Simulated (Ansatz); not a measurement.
## How far each method lies from full CI for SnH2, triplet

Geometry: a point of a stretch scan, not a stationary point.

| atom | x (Å) | y (Å) | z (Å) |
| --- | --- | --- | --- |
| Sn | 0.0000 | -0.0153 | 0.0015 |
| H | 0.0000 | 0.9526 | -1.6636 |
| H | 0.0000 | 0.8466 | 1.4843 |

Basis def2-SVP with its core potentials; Ansatz 0.2.0. Correlated methods freeze the noble-gas cores and the filled d shells of p-block atoms, which leaves 6 electrons in 27 orbitals. R marks a restricted (for open shells ROHF) determinant, U an unrestricted one. Active spaces: pair = (4e, 4o) about the gap; valence = (6e, 6o) chosen from the atoms' valence shells. No spin–orbit coupling is included; scalar relativity enters through the core potentials alone.

Full CI is exact within this basis and frozen core; it isn't the basis-set limit. The frozen core follows each run's orbitals, which can shift R against U totals by a few meV for light atoms and by up to 0.1 eV past Ca.

For open shells CISD is restricted-active-space CI with the open shells as a complete middle space.

```
UHF ⟨S²⟩                          : 2.009
T1 diagnostic (RCCSD)             : 0.0214
largest doubles amplitude (RCCSD) : 0.064
```

```
   level  E − E(RHF) (eV)
    RMP2          -1.7671
   RCCSD          -2.3516
RCCSD(T)          -2.4040
```

Question: Estimate how far full CI in def2-SVP lies from RCCSD(T). The table doesn't fix it; the size of (T) and the diagnostics are the guide.

Answer: Full CI in def2-SVP lies 0.44 kcal/mol below RCCSD(T), which is 36 % of the (T) step (-1.21 kcal/mol). The diagnostics give no warning, yet the rest is a sizeable part of (T).

The other levels:

```tsv
level	E − E(full CI) (kcal/mol)	share of correlation (%)	wall time
CISD	2.90	94.81	0.9 s
BCCD(T)	0.44	99.22	1.6 s
RCCSDT	0.01	99.98	–
RCCSDT(Q)	-0.01	100.02	7 s
CASSCF (pair space)	43.10	22.86	–
NEVPT2 (pair space)	12.35	77.89	0.93 s
MRCISD (pair space)	1.87	96.65	–
MRCISD+Q (pair space)	-0.28	100.50	1.3 s
CASSCF (valence space)	31.82	43.05	–
NEVPT2 (valence space)	9.33	83.30	1.5 s
MRCISD (valence space)	1.03	98.16	–
MRCISD+Q (valence space)	-0.05	100.08	2 s
```

The correlation energy at full CI, counted from RHF, is -2.423 eV. That run took 23 s on 1 thread of Intel Xeon Platinum 8259CL, shared host over 4,258,800 determinants.

Run but not shown, since their state or frozen core can't be matched to the reference's or they repeat it: UHF, UMP2, UCCSD, UCCSD(T), UCCSDT, UCCSDT(Q).

Times hold each run's SCF and search for its determinant on a shared host, so for small cases they say little of a method's own cost; they ran on 1 thread of Intel Xeon Platinum 8259CL.

Not variational, and here over 5 meV under the exact energy: MRCISD+Q (pair space).

The full-CI state has the irrep A'' of Cs, in the program's axes.

Natural occupations of full CI about the gap: 1.954 1.927 0.997 0.989 0.049 0.029 0.008 0.007 0.007 0.007; effectively unpaired electrons, Σ n²(2−n)², 2.04.
